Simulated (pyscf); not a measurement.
A first-order saddle from PySCF, ωB97X-D3(BJ)/def2-SVPD:

```xyz
6

Cl     1.1782    -0.6767    -0.6315
Cl    -2.9394     0.4368     1.2402
C     -1.0631    -0.2002    -0.0496
Cl    -1.8346    -0.5412    -1.5435
H     -0.9581    -1.0060     0.6611
H     -0.7134     0.8069     0.1208
```
Charge -1, spin multiplicity 1.

Surface: singlet, charge -1. Lowest wavenumbers (cm⁻¹): 498i, 143, 197, 217, 232.

What reaction is this the transition state of?

chloride (Cl⁻) + Cl–CH₂–Cl <-> Cl–CH₂–Cl + chloride (Cl⁻), a substitution at C read from left to right: C–Cl broken and C–Cl formed. At CCSD(T)/def2-TZVPPD + ΔMP2(QZVPPD) it lies +6.1 kcal/mol from the left side and +6.1 kcal/mol from the right (each side as separated species at their lowest minima found). On the reactant side the descent ends in a bound adduct, 13.6 kcal/mol under the separated species and 21.4 kcal/mol under the saddle at ωB97X-D3(BJ)/def2-TZVPD. On the product side the descent ends in a bound adduct, 13.6 kcal/mol under the separated species and 21.4 kcal/mol under the saddle at ωB97X-D3(BJ)/def2-TZVPD. One saddle was located; it need not be the lowest between these sides. The angle at the attacked C is 160°. The CCSD(T) − MP2 part came from Ansatz, without density fitting, on the same reference.
